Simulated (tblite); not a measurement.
C5H4.
SMILES with atom numbers: `[CH:1]#[C:2][C:3]#[C:4][CH3:5]` (hydrogens: H6 on C1; H7, H8, H9 on C5)

Computed with GFN2-xTB (tblite), gas phase: L-BFGS steps from a force-field or distance-geometry start until the largest atomic force falls under 0.01 eV/Å.

Step 2: E = -342.8287 eV
```
atom  x, y, z in Å  |  force x, y, z in eV/Å
C1      2.4454    1.9125    0.9468   -0.121  -0.042  -0.041
C2      1.5188    1.1974    0.6011    0.332   0.203   0.143
C3      0.4745    0.3657    0.2200   -0.755  -0.529  -0.303
C4     -0.4578   -0.3534   -0.1285    0.341   0.212   0.177
C5     -1.5875   -1.2473   -0.5404    0.894   0.731   0.416
H6      3.2714    2.5719    1.2555   -1.315  -1.054  -0.498
H7     -2.5558   -0.7945   -0.3001    0.286   0.077   0.063
H8     -1.5637   -1.4268   -1.6159    0.169   0.115   0.028
H9     -1.5318   -2.2194   -0.0364    0.169   0.287   0.014
```

Step 3: E = -342.8956 eV
```
atom  x, y, z in Å  |  force x, y, z in eV/Å
C1      2.4386    1.9081    0.9443   -0.171  -0.097  -0.060
C2      1.5173    1.1948    0.6010   -0.085  -0.110  -0.015
C3      0.4694    0.3631    0.2175    0.549   0.470   0.188
C4     -0.4490   -0.3476   -0.1240   -0.807  -0.663  -0.261
C5     -1.5720   -1.2347   -0.5341    0.513   0.413   0.186
H6      3.2493    2.5542    1.2471   -0.846  -0.680  -0.321
H7     -2.5506   -0.7931   -0.2987    0.394   0.107   0.070
H8     -1.5607   -1.4247   -1.6150    0.226   0.192   0.200
H9     -1.5287   -2.2141   -0.0360    0.227   0.369   0.014
```

Step 4: E = -342.9454 eV
```
atom  x, y, z in Å  |  force x, y, z in eV/Å
C1      2.4136    1.8908    0.9352    1.225   0.972   0.457
C2      1.5128    1.1882    0.6003   -1.600  -1.261  -0.587
C3      0.4753    0.3708    0.2185   -0.159  -0.112  -0.062
C4     -0.4434   -0.3456   -0.1193   -0.063  -0.058  -0.015
C5     -1.5433   -1.2115   -0.5240   -0.336  -0.278  -0.196
H6      3.2055    2.5189    1.2304   -0.125  -0.106  -0.050
H7     -2.5352   -0.7890   -0.2954    0.447   0.189   0.090
H8     -1.5519   -1.4177   -1.6086    0.306   0.277   0.309
H9     -1.5197   -2.1989   -0.0351    0.305   0.378   0.054
```

Step 5: E = -342.9512 eV
```
atom  x, y, z in Å  |  force x, y, z in eV/Å
C1      2.4123    1.8910    0.9348   -1.558  -1.217  -0.578
C2      1.4936    1.1716    0.5938    1.138   0.893   0.426
C3      0.4736    0.3712    0.2172   -0.028  -0.024  -0.010
C4     -0.4371   -0.3420   -0.1155   -0.872  -0.681  -0.330
C5     -1.5348   -1.2047   -0.5221   -0.316  -0.261  -0.160
H6      3.1842    2.5018    1.2223    0.706   0.552   0.260
H7     -2.5224   -0.7848   -0.2926    0.311   0.253   0.112
H8     -1.5439   -1.4110   -1.6017    0.309   0.256   0.161
H9     -1.5118   -2.1871   -0.0341    0.310   0.229   0.118
```

**Question.** Estimate the geometry and energy of step 6. (The exact step hangs on the optimiser's Hessian estimate; all steps are aligned on step 5, rigid shifts and turns removed.)

**Answer.** E = -342.9823 eV, largest force 0.530 eV/Å
```
atom  x, y, z in Å  |  force x, y, z in eV/Å
C1      2.4126    1.8908    0.9349   -0.405  -0.308  -0.149
C2      1.4995    1.1770    0.5958    0.076   0.055   0.034
C3      0.4692    0.3670    0.2159   -0.086  -0.064  -0.032
C4     -0.4463   -0.3486   -0.1196   -0.270  -0.214  -0.103
C5     -1.5442   -1.2124   -0.5257   -0.105  -0.088  -0.049
H6      3.1984    2.5130    1.2276    0.113   0.083   0.039
H7     -2.5223   -0.7832   -0.2923    0.179   0.232   0.110
H8     -1.5427   -1.4098   -1.6013    0.247   0.183   0.020
H9     -1.5106   -2.1878   -0.0332    0.251   0.119   0.130
```

The energy changes by -0.0311 eV. The first-order estimate −F·Δx gives -0.0509 eV and the mean of the old and new forces, exact on a quadratic surface, -0.0312 eV. The step makes an angle of 54° with the force vector and moves no atom by more than 0.019 Å.

What follows is the cost of the whole relaxation. Hardware: an Intel Xeon Platinum 8488C with one thread (shared host). Cost: under 0.1 s wall.
